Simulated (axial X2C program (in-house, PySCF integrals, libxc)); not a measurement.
# SH along the bond: HF, 2c

All values were computed with an in-house all-electron X2C program for linear molecules (integrals from PySCF). Two-component (2c) means X2C with spin–orbit coupling and atomic mean-field two-electron Coulomb and Gaunt terms. Basis: S dyall-av3z [9s8p3d2f], H dyall-v3z [6s2p1d] (cores contracted in-house); Gaussian nuclei, density fitting, unrestricted open shells. Masses: S 31.972 u, H 1.008 u.

State: Ω = 3/2 (⟨Sz⟩ = 0.50, ⟨Lz⟩ = 1.00 at HF). Dipoles are positive if H is the positive end.

```
R (Å)  μ (D)  HOMO (eV)  LUMO (eV)
1.174  0.858     -10.13      -0.25
1.228  0.856     -10.12      -0.25
1.268  0.853     -10.11      -0.24
1.308  0.850     -10.10      -0.24
1.349  0.846     -10.09      -0.24
1.396  0.839     -10.09      -0.23
1.443  0.832     -10.09      -0.23
1.504  0.820     -10.08      -0.22
1.578  0.803     -10.09      -0.22
1.686  0.767     -10.09      -0.21
```

(1) The minimum lies at 1.333 Å. What is the dipole moment there, and its slope?

The state is one determinant whose occupation by symmetry is held fixed; it was picked as the lowest of a PBE0 search that is not exhaustive.

Results:

(1) At HF, 2c, with the sign and origin stated: μ = 0.85 D, dμ/dR = -0.11 D/Å.
